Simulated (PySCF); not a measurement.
# Scan of SiH4⁺, doublet

All five atoms lie in one plane.

Starting geometry (PBE0/def2-TZVP stationary point for this spin, not checked as a minimum):

```xyz
5

Si    0.0000    0.0000    0.0000
H    -0.0112    1.0909    1.0838
H    -0.0168   -1.0838    1.0907
H     0.0168    1.0838   -1.0907
H     0.0112   -1.0909   -1.0838
```

From there all distances are scaled together; atoms are numbered as listed. Energies are in kJ/mol, counted from the starting geometry at the same level. Kohn–Sham curves keep the symmetry of the cluster determinant, unrestricted for open shells and where UHF breaks spin symmetry.

Basis 6-31G; PySCF 2.14.0. Correlated methods freeze the noble-gas cores.

Unrestricted Kohn–Sham rows aren't spin-pure: their determinants' ⟨S²⟩ exceeds S(S+1) by up to 1.96, so they mix in states of higher spin. A value is left out where its run failed or describes another state than the reference as far as symmetry and spin tell, or, spin-broken singlets apart, can't be checked.

In so small a basis the reference is far from its limit while semilocal and hybrid functionals are nearer theirs (RPA and double hybrids share much of the reference's basis error), so the functionals' errors here hold much of the reference's basis and frozen-core error, which can add to them or hide them.

Full CI is exact within this basis and frozen core; it isn't the basis-set limit.

```csv
scale of all distances,full CI,PBE,BLYP,r2SCAN,PBE0,B3LYP,wB97M-V,B2PLYP
0.876,186.2,182.8,178.3,169.4,171.6,168.6,161.9,167.1
1.000,0.0,0.0,0.0,0.0,0.0,0.0,0.0,0.0
1.100,18.3,23.3,23.5,34.0,34.0,33.1,40.1,35.6
1.296,204.7,232.1,226.7,260.4,265.9,257.6,281.7,266.5
1.470,375.7,446.3,432.1,484.9,500.4,482.4,526.3,498.4
1.752,526.6,717.4,687.8,757.5,794.3,763.1,844.2,793.5
1.990,–,730.3,724.3,753.2,732.4,741.1,747.0,690.0
2.432,606.1,784.9,782.5,814.4,779.9,794.5,789.8,726.7
```

wB97M-V at 2.432 lies 183.7 kJ/mol (30 %) above the reference in this basis. B2PLYP at 2.432 lies 120.6 kJ/mol (20 %) above the reference in this basis. PBE0 at 2.432 lies 173.9 kJ/mol (29 %) above the reference in this basis. BLYP at 2.432 lies 176.4 kJ/mol (29 %) above the reference in this basis.
